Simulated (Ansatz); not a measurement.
`C/C=C(\F)OC`, relaxed with RKS PBE-D4/def2-SVP in Ansatz from a rough embedded geometry. The force threshold is 0.03 eV/Å; the program also tests the step.

The species carries charge 0 and has multiplicity 1.

Start:

```xyz
13

C    -1.225    0.869    1.729
C    -0.782    0.846    0.364
C     0.059   -0.058   -0.087
F     0.578   -0.982    0.643
O     0.420   -0.041   -1.452
C     1.351   -1.066   -1.747
H    -0.964    1.884    2.186
H    -0.799    0.146    2.360
H    -2.284    0.823    1.823
H    -1.156    1.599   -0.319
H     1.627   -1.018   -2.798
H     0.917   -2.054   -1.582
H     2.258   -0.947   -1.120
```

Task: How much energy does the relaxation release, and in how many steps? (Best estimate.)

Result: Computed: 11.93 kcal/mol, in 16 steps, 1 of them rejected.

Task: Which bonds change most? (An estimate is asked.)

Result: Ansatz gave: C3–F4 from 1.286 to 1.358 Å; C3–O5 from 1.412 to 1.343 Å; C1–C2 from 1.435 to 1.498 Å; C1–H8 from 1.050 to 1.107 Å.

Task: Give the relaxed structure. (An estimate is asked.)

Result: The calculation gave: 
```xyz
13

C    -1.197    0.965    1.777
C    -0.727    0.836    0.360
C    -0.160   -0.269   -0.159
F     0.108   -1.360    0.602
O     0.136   -0.442   -1.458
C     1.422   -0.999   -1.746
H    -0.702    1.815    2.295
H    -0.989    0.046    2.357
H    -2.290    1.160    1.829
H    -0.867    1.671   -0.342
H     1.498   -1.063   -2.847
H     1.533   -2.014   -1.310
H     2.236   -0.346   -1.359
```
